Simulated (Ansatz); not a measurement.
A calculation with Ansatz (development build ahead of 0.2.0).

```yaml
crystal:
  periodic: [false, false, false]
  atoms:
    - { symbol: "N", position_ang: [0.0, 0.0, 0.0] }
    - { symbol: O, position_ang: [0.0, 0.0, 1.29] }
basis:
  gaussian: { orbitals: def2-SVP }
magnetization:
  spin_polarized: true
  initial_magnetization: 1
hamiltonian:
  xc: hf
correlation:
  method: mp2
  frozen_orbitals: { "N": 1, O: 1 }
output:
  forces: true
```

The input is written out in the form of the current development build from the run's settings.

Results

| Property | Result |
| --- | --- |
| Converged | yes |
| Reference energy | -129.11108 hartree |
| Correlation energy | -0.26998 hartree |
| Total energy | -129.38106 hartree |
| Spin squared of the determinant | 1.338 |
| Stability test | minimum |

Forces (eV/Å):
| atom | Fx | Fy | Fz |
| --- | --- | --- | --- |
| N1 | 0.000 | 0.000 | 12.285 |
| O2 | 0.000 | 0.000 | -12.285 |

Caution: bonds are stretched, where a single reference can fail; the unrestricted determinant is spin contaminated; forces differ strongly between restricted and unrestricted references.
